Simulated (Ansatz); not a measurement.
Cost and result for the atomization energy of C2H3FS2, SMILES `FCC(=S)S` (8 atoms, 7 bonds).

Cartesian coordinates in Å:
```
F 0.5587 1.2933 0.8199
C -0.0854 0.7791 -0.2859
C -0.2106 -0.7237 -0.2860
S -0.9348 -1.4527 -1.5433
S 0.4133 -1.6150 1.0459
H -1.0894 1.2081 -0.3279
H 0.4707 1.0789 -1.1771
H 0.8774 -0.5680 1.7545
```

Charge 0, multiplicity 1. The geometry is a stationary point of PBE0-D4/def2-TZVP. It is one conformer, not always the lowest. Program: Ansatz. All runs use 2 threads of an Arm Neoverse V2 on a shared host. Times are those of one run each, without the atoms' runs, and a repeat can differ threefold. Electronic energies, without spin–orbit coupling; frozen cores. CCSD(T)/CBS adds CCSD(T) − MP2 in def2-TZVPP to the MP2 limit, and its time is that of the two runs behind it. T1 = 0.016; the RHF reference is unstable towards UHF. B3LYP takes the VWN-RPA correlation (the form of Gaussian; ORCA's B3LYP/G). HSE06 is the plane-wave form, built on full-range PBE exchange.

CCSD(T)/CBS is a level of theory with its own doubt, some kJ/mol a heavy atom from the limit and from the frozen cores, so smaller differences don't rank the functionals.

```
                            level  functions  wall time  atomization (kcal/mol)  difference from CCSD(T)/CBS  per bond
             revPBE-D4/def2-TZVPP        219      3.2 s                   707.8                         11.0       1.6
  PBE-D4/def2-TZVPP (with forces)        219      3.9 s                   729.6                         32.8       4.7
              BHLYP-D4/def2-TZVPP        219        5 s                   664.1                        -32.7      -4.7
              HSE06-D4/def2-TZVPP        219      5.5 s                   706.8                         10.0       1.4
          CAM-B3LYP-D4/def2-TZVPP        219      5.5 s                   696.3                         -0.5      -0.1
                 CCSD(T)/def2-SVP         93      5.5 s                   652.2                        -44.6      -6.4
B3LYP-D4/def2-TZVPP (with forces)        219      7.5 s                   696.6                         -0.2       0.0
                B2PLYP/def2-TZVPP        219        9 s                   688.5                         -8.3      -1.2
              PBE-QIDH/def2-TZVPP        219       10 s                   694.6                         -2.2      -0.3
                B97M-V/def2-TZVPP        219       15 s                   705.8                          9.0       1.3
                   MP2/def2-QZVPP        401       32 s                   709.1                         12.3       1.8
               CCSD(T)/def2-TZVPP        219    2.8 min                   674.4                        -22.4      -3.2
                CCSD(T)/CBS(def2)          –    3.3 min                   696.8                          0.0       0.0
```

From PBE to PBE0 (25 % exact exchange), in def2-TZVPP and without D4, the atomization energy moves by −22.9 kcal/mol: exact exchange takes away binding that semilocal exchange gives to molecules. The D4 term adds +8.0 kcal/mol with B3LYP and +4.1 kcal/mol with PBE0; it sums over pairs of atoms, weighted by their polarisabilities, and B3LYP, whose exchange is more repulsive, gets the larger term. In def2-TZVPP, CCSD(T) changes the Hartree–Fock value by +204.1 kcal/mol (the triples alone add +17.7 kcal/mol) and MP2 by +225.6 kcal/mol; breaking electron pairs costs correlation energy, which Hartree–Fock lacks.
